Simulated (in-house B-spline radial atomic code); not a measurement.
The numbers below are computed, except where a source is named.
Stopping and range of 2 keV Al in Si

The pair potential comes from two frozen, spherical free-atom densities (PBE, B-spline radial code, scalar-relativistic past argon): electrostatics plus the change in Thomas-Fermi kinetic and Dirac exchange energy where they overlap, the recipe behind the universal ZBL potential, which averages such potentials (from solid-state densities) over many pairs. It is written V = (Z1 Z2 e²/r) φ(r/a), with e² = 14.3996 eV·Å and a = 0.46850 Å/(Z1^0.23 + Z2^0.23); ZBL's fit is φ = 0.18175 e^(−3.1998x) + 0.50986 e^(−0.94229x) + 0.28022 e^(−0.4029x) + 0.02817 e^(−0.20162x). Where φ falls below 4e-4 it is continued as an exponential.

The target is taken as amorphous, with density 2.329 g/cm³ (NSM archive of the Ioffe Institute); channelling is ignored. Masses: Al 26.98, Si 28.09 u. Nuclear stopping is S_n = 4π a Z1 Z2 e² M1/(M1 + M2) × s_n(ε), with s_n integrated over impact parameters for each pair. Electronic stopping is Lindhard and Scharff's S_e = Z1^(1/6) 8π e² a0 Z1 Z2/(Z1^(2/3) + Z2^(2/3))^(3/2) × v/v0, with a0 = 0.529177 Å and v = v0 at 24.801 keV/u; it misses the oscillations with Z1 seen in experiment, which reach tens of per cent. Compounds add by atom fraction.

| target atom | a (Å) | ε at this energy | s_n, this pair | s_n, ZBL potential |
| --- | --- | --- | --- | --- |
| Si | 0.12875 | 0.05012 | 0.2966 | 0.2749 |

Q: What are the atom density and the stopping powers at entry?

A: N = 2.329 × 0.602214/28.09 = 0.04993 atoms/Å³. For Si: S_n = 2077 × 0.2966 = 616.2 eV·Å², S_e = 1.7115 × √2000 = 76.54 eV·Å². Averaged over the target's atoms and times N × 10 Å/nm, the ion loses N S_n = 308 eV/nm to recoils and N S_e = 38.2 eV/nm to electrons; the nuclear share is 89 %.

Along the track:

```tsv
E (keV)	N S_n (eV/nm)	N S_e (eV/nm)
0.1	101	8.55
0.3	161	14.8
0.6	209	20.9
1	250	27
1.5	284	33.1
2	308	38.2
```

Q: Estimate the path length and the projected range.

A: With continuous slowing down the path is the integral of dE/(N (S_n + S_e)). Trapezoids over the table give 7.78 nm, and the stretch below the first row, with stopping taken as √E, adds 2E/(N S) = 1.8 nm: 9.6 nm in all, against 9.14 nm on a fine grid from 5 eV, a cut that itself drops some per cent of so short a path. Deflections shorten the depth: to first order in the energy passed on, N (S_n + S_e) dR_p/dE = 1 − N S_n (M2/M1) R_p/(2E), summed over the target's atoms, and integrating this on the fine grid gives R_p = 5.17 nm, 0.57 of the path. Lindhard's rule of thumb R/(1 + M2/3M1), with mean M2/M1 = 1.04, gives 6.78 nm. On the ZBL potential the same equation gives 5.5 nm, and the full integral equation, which keeps hard collisions, 5.74 nm.
